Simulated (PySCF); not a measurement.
Bond stretch in SMILES P (H3P). The P1–H4 bond (P1 also carries H, H; H4 carries nothing else) is varied alone, starting from the PBE0/def2-TZVP optimised geometry.

UHF/6-31G (PySCF); RHF/6-31G (PySCF); UKS-wB97X-V = PySCF 2.14.0 with unrestricted wB97X-V/6-31G; RKS-wB97X-V = PySCF 2.14.0 with restricted wB97X-V/6-31G; UKS-CAM-B3LYP = unrestricted CAM-B3LYP/6-31G (PySCF); RKS-CAM-B3LYP = restricted CAM-B3LYP/6-31G in PySCF 2.14.0; UKS-BHandHLYP = unrestricted BHandHLYP/6-31G (PySCF); RKS-BHandHLYP = restricted BHandHLYP/6-31G (PySCF).

Scanned distances (Å): 1.06, 1.13, 1.22, 1.27, 1.33, 1.37, 1.42, 1.46, 1.51, 1.55, 1.66, 1.77, 1.90, 2.12, 2.36, 2.58, 2.83, 3.13, 3.50, 3.85, 4.22, 4.93.

Question: Where does the unrestricted solution first break spin symmetry (<S²> of 0.01 or more)?

Answer: UHF: between 1.90 and 2.12 Å; UKS-wB97X-V: between 2.12 and 2.36 Å; UKS-CAM-B3LYP: between 2.12 and 2.36 Å; UKS-BHandHLYP: between 2.12 and 2.36 Å.

```json
[
 {"R / Å": "1.06", "<S²> UHF": "0.00", "E(RHF) − E(UHF) / kcal/mol": "0.0", "<S²> UKS-wB97X-V": "0.00", "E(RKS-wB97X-V) − E(UKS-wB97X-V) / kcal/mol": "0.0", "<S²> UKS-CAM-B3LYP": "0.00", "E(RKS-CAM-B3LYP) − E(UKS-CAM-B3LYP) / kcal/mol": "0.0", "<S²> UKS-BHandHLYP": "0.00", "E(RKS-BHandHLYP) − E(UKS-BHandHLYP) / kcal/mol": "0.0"},
 {"R / Å": "1.13", "<S²> UHF": "0.00", "E(RHF) − E(UHF) / kcal/mol": "0.0", "<S²> UKS-wB97X-V": "0.00", "E(RKS-wB97X-V) − E(UKS-wB97X-V) / kcal/mol": "0.0", "<S²> UKS-CAM-B3LYP": "0.00", "E(RKS-CAM-B3LYP) − E(UKS-CAM-B3LYP) / kcal/mol": "0.0", "<S²> UKS-BHandHLYP": "0.00", "E(RKS-BHandHLYP) − E(UKS-BHandHLYP) / kcal/mol": "0.0"},
 {"R / Å": "1.22", "<S²> UHF": "0.00", "E(RHF) − E(UHF) / kcal/mol": "0.0", "<S²> UKS-wB97X-V": "0.00", "E(RKS-wB97X-V) − E(UKS-wB97X-V) / kcal/mol": "0.0", "<S²> UKS-CAM-B3LYP": "0.00", "E(RKS-CAM-B3LYP) − E(UKS-CAM-B3LYP) / kcal/mol": "0.0", "<S²> UKS-BHandHLYP": "0.00", "E(RKS-BHandHLYP) − E(UKS-BHandHLYP) / kcal/mol": "0.0"},
 {"R / Å": "1.27", "<S²> UHF": "0.00", "E(RHF) − E(UHF) / kcal/mol": "0.0", "<S²> UKS-wB97X-V": "0.00", "E(RKS-wB97X-V) − E(UKS-wB97X-V) / kcal/mol": "0.0", "<S²> UKS-CAM-B3LYP": "0.00", "E(RKS-CAM-B3LYP) − E(UKS-CAM-B3LYP) / kcal/mol": "0.0", "<S²> UKS-BHandHLYP": "0.00", "E(RKS-BHandHLYP) − E(UKS-BHandHLYP) / kcal/mol": "0.0"},
 {"R / Å": "1.33", "<S²> UHF": "0.00", "E(RHF) − E(UHF) / kcal/mol": "0.0", "<S²> UKS-wB97X-V": "0.00", "E(RKS-wB97X-V) − E(UKS-wB97X-V) / kcal/mol": "0.0", "<S²> UKS-CAM-B3LYP": "0.00", "E(RKS-CAM-B3LYP) − E(UKS-CAM-B3LYP) / kcal/mol": "0.0", "<S²> UKS-BHandHLYP": "0.00", "E(RKS-BHandHLYP) − E(UKS-BHandHLYP) / kcal/mol": "0.0"},
 {"R / Å": "1.37", "<S²> UHF": "0.00", "E(RHF) − E(UHF) / kcal/mol": "0.0", "<S²> UKS-wB97X-V": "0.00", "E(RKS-wB97X-V) − E(UKS-wB97X-V) / kcal/mol": "0.0", "<S²> UKS-CAM-B3LYP": "0.00", "E(RKS-CAM-B3LYP) − E(UKS-CAM-B3LYP) / kcal/mol": "0.0", "<S²> UKS-BHandHLYP": "0.00", "E(RKS-BHandHLYP) − E(UKS-BHandHLYP) / kcal/mol": "0.0"},
 {"R / Å": "1.42", "<S²> UHF": "0.00", "E(RHF) − E(UHF) / kcal/mol": "0.0", "<S²> UKS-wB97X-V": "0.00", "E(RKS-wB97X-V) − E(UKS-wB97X-V) / kcal/mol": "0.0", "<S²> UKS-CAM-B3LYP": "0.00", "E(RKS-CAM-B3LYP) − E(UKS-CAM-B3LYP) / kcal/mol": "0.0", "<S²> UKS-BHandHLYP": "0.00", "E(RKS-BHandHLYP) − E(UKS-BHandHLYP) / kcal/mol": "0.0"},
 {"R / Å": "1.46", "<S²> UHF": "0.00", "E(RHF) − E(UHF) / kcal/mol": "0.0", "<S²> UKS-wB97X-V": "0.00", "E(RKS-wB97X-V) − E(UKS-wB97X-V) / kcal/mol": "0.0", "<S²> UKS-CAM-B3LYP": "0.00", "E(RKS-CAM-B3LYP) − E(UKS-CAM-B3LYP) / kcal/mol": "0.0", "<S²> UKS-BHandHLYP": "0.00", "E(RKS-BHandHLYP) − E(UKS-BHandHLYP) / kcal/mol": "0.0"},
 {"R / Å": "1.51", "<S²> UHF": "0.00", "E(RHF) − E(UHF) / kcal/mol": "0.0", "<S²> UKS-wB97X-V": "0.00", "E(RKS-wB97X-V) − E(UKS-wB97X-V) / kcal/mol": "0.0", "<S²> UKS-CAM-B3LYP": "0.00", "E(RKS-CAM-B3LYP) − E(UKS-CAM-B3LYP) / kcal/mol": "0.0", "<S²> UKS-BHandHLYP": "0.00", "E(RKS-BHandHLYP) − E(UKS-BHandHLYP) / kcal/mol": "0.0"},
 {"R / Å": "1.55", "<S²> UHF": "0.00", "E(RHF) − E(UHF) / kcal/mol": "0.0", "<S²> UKS-wB97X-V": "0.00", "E(RKS-wB97X-V) − E(UKS-wB97X-V) / kcal/mol": "0.0", "<S²> UKS-CAM-B3LYP": "0.00", "E(RKS-CAM-B3LYP) − E(UKS-CAM-B3LYP) / kcal/mol": "0.0", "<S²> UKS-BHandHLYP": "0.00", "E(RKS-BHandHLYP) − E(UKS-BHandHLYP) / kcal/mol": "0.0"},
 {"R / Å": "1.66", "<S²> UHF": "0.00", "E(RHF) − E(UHF) / kcal/mol": "0.0", "<S²> UKS-wB97X-V": "0.00", "E(RKS-wB97X-V) − E(UKS-wB97X-V) / kcal/mol": "0.0", "<S²> UKS-CAM-B3LYP": "0.00", "E(RKS-CAM-B3LYP) − E(UKS-CAM-B3LYP) / kcal/mol": "0.0", "<S²> UKS-BHandHLYP": "0.00", "E(RKS-BHandHLYP) − E(UKS-BHandHLYP) / kcal/mol": "0.0"},
 {"R / Å": "1.77", "<S²> UHF": "0.00", "E(RHF) − E(UHF) / kcal/mol": "0.0", "<S²> UKS-wB97X-V": "0.00", "E(RKS-wB97X-V) − E(UKS-wB97X-V) / kcal/mol": "0.0", "<S²> UKS-CAM-B3LYP": "0.00", "E(RKS-CAM-B3LYP) − E(UKS-CAM-B3LYP) / kcal/mol": "0.0", "<S²> UKS-BHandHLYP": "0.00", "E(RKS-BHandHLYP) − E(UKS-BHandHLYP) / kcal/mol": "0.0"},
 {"R / Å": "1.90", "<S²> UHF": "0.00", "E(RHF) − E(UHF) / kcal/mol": "0.0", "<S²> UKS-wB97X-V": "0.00", "E(RKS-wB97X-V) − E(UKS-wB97X-V) / kcal/mol": "0.0", "<S²> UKS-CAM-B3LYP": "0.00", "E(RKS-CAM-B3LYP) − E(UKS-CAM-B3LYP) / kcal/mol": "0.0", "<S²> UKS-BHandHLYP": "0.00", "E(RKS-BHandHLYP) − E(UKS-BHandHLYP) / kcal/mol": "0.0"},
 {"R / Å": "2.12", "<S²> UHF": "0.47", "E(RHF) − E(UHF) / kcal/mol": "5.5", "<S²> UKS-wB97X-V": "0.00", "E(RKS-wB97X-V) − E(UKS-wB97X-V) / kcal/mol": "0.0", "<S²> UKS-CAM-B3LYP": "0.00", "E(RKS-CAM-B3LYP) − E(UKS-CAM-B3LYP) / kcal/mol": "0.0", "<S²> UKS-BHandHLYP": "0.00", "E(RKS-BHandHLYP) − E(UKS-BHandHLYP) / kcal/mol": "0.0"},
 {"R / Å": "2.36", "<S²> UHF": "0.74", "E(RHF) − E(UHF) / kcal/mol": "18.5", "<S²> UKS-wB97X-V": "0.33", "E(RKS-wB97X-V) − E(UKS-wB97X-V) / kcal/mol": "1.5", "<S²> UKS-CAM-B3LYP": "0.33", "E(RKS-CAM-B3LYP) − E(UKS-CAM-B3LYP) / kcal/mol": "1.9", "<S²> UKS-BHandHLYP": "0.42", "E(RKS-BHandHLYP) − E(UKS-BHandHLYP) / kcal/mol": "3.6"},
 {"R / Å": "2.58", "<S²> UHF": "0.86", "E(RHF) − E(UHF) / kcal/mol": "32.3", "<S²> UKS-wB97X-V": "0.65", "E(RKS-wB97X-V) − E(UKS-wB97X-V) / kcal/mol": "8.6", "<S²> UKS-CAM-B3LYP": "0.62", "E(RKS-CAM-B3LYP) − E(UKS-CAM-B3LYP) / kcal/mol": "8.0", "<S²> UKS-BHandHLYP": "0.67", "E(RKS-BHandHLYP) − E(UKS-BHandHLYP) / kcal/mol": "10.9"},
 {"R / Å": "2.83", "<S²> UHF": "0.93", "E(RHF) − E(UHF) / kcal/mol": "47.7", "<S²> UKS-wB97X-V": "0.84", "E(RKS-wB97X-V) − E(UKS-wB97X-V) / kcal/mol": "19.4", "<S²> UKS-CAM-B3LYP": "0.81", "E(RKS-CAM-B3LYP) − E(UKS-CAM-B3LYP) / kcal/mol": "17.2", "<S²> UKS-BHandHLYP": "0.83", "E(RKS-BHandHLYP) − E(UKS-BHandHLYP) / kcal/mol": "20.7"},
 {"R / Å": "3.13", "<S²> UHF": "0.97", "E(RHF) − E(UHF) / kcal/mol": "64.2", "<S²> UKS-wB97X-V": "0.94", "E(RKS-wB97X-V) − E(UKS-wB97X-V) / kcal/mol": "32.6", "<S²> UKS-CAM-B3LYP": "0.92", "E(RKS-CAM-B3LYP) − E(UKS-CAM-B3LYP) / kcal/mol": "28.3", "<S²> UKS-BHandHLYP": "0.93", "E(RKS-BHandHLYP) − E(UKS-BHandHLYP) / kcal/mol": "32.2"},
 {"R / Å": "3.50", "<S²> UHF": "1.00", "E(RHF) − E(UHF) / kcal/mol": "81.2", "<S²> UKS-wB97X-V": "0.98", "E(RKS-wB97X-V) − E(UKS-wB97X-V) / kcal/mol": "47.0", "<S²> UKS-CAM-B3LYP": "0.97", "E(RKS-CAM-B3LYP) − E(UKS-CAM-B3LYP) / kcal/mol": "40.3", "<S²> UKS-BHandHLYP": "0.98", "E(RKS-BHandHLYP) − E(UKS-BHandHLYP) / kcal/mol": "44.3"},
 {"R / Å": "3.85", "<S²> UHF": "1.00", "E(RHF) − E(UHF) / kcal/mol": "94.1", "<S²> UKS-wB97X-V": "0.99", "E(RKS-wB97X-V) − E(UKS-wB97X-V) / kcal/mol": "58.2", "<S²> UKS-CAM-B3LYP": "0.99", "E(RKS-CAM-B3LYP) − E(UKS-CAM-B3LYP) / kcal/mol": "49.5", "<S²> UKS-BHandHLYP": "0.99", "E(RKS-BHandHLYP) − E(UKS-BHandHLYP) / kcal/mol": "53.2"},
 {"R / Å": "4.22", "<S²> UHF": "1.01", "E(RHF) − E(UHF) / kcal/mol": "104.7", "<S²> UKS-wB97X-V": "1.00", "E(RKS-wB97X-V) − E(UKS-wB97X-V) / kcal/mol": "67.5", "<S²> UKS-CAM-B3LYP": "1.00", "E(RKS-CAM-B3LYP) − E(UKS-CAM-B3LYP) / kcal/mol": "57.0", "<S²> UKS-BHandHLYP": "1.00", "E(RKS-BHandHLYP) − E(UKS-BHandHLYP) / kcal/mol": "60.3"},
 {"R / Å": "4.93", "<S²> UHF": "1.01", "E(RHF) − E(UHF) / kcal/mol": "118.1", "<S²> UKS-wB97X-V": "1.00", "E(RKS-wB97X-V) − E(UKS-wB97X-V) / kcal/mol": "79.5", "<S²> UKS-CAM-B3LYP": "1.00", "E(RKS-CAM-B3LYP) − E(UKS-CAM-B3LYP) / kcal/mol": "66.4", "<S²> UKS-BHandHLYP": "1.00", "E(RKS-BHandHLYP) − E(UKS-BHandHLYP) / kcal/mol": "68.9"}
]
```
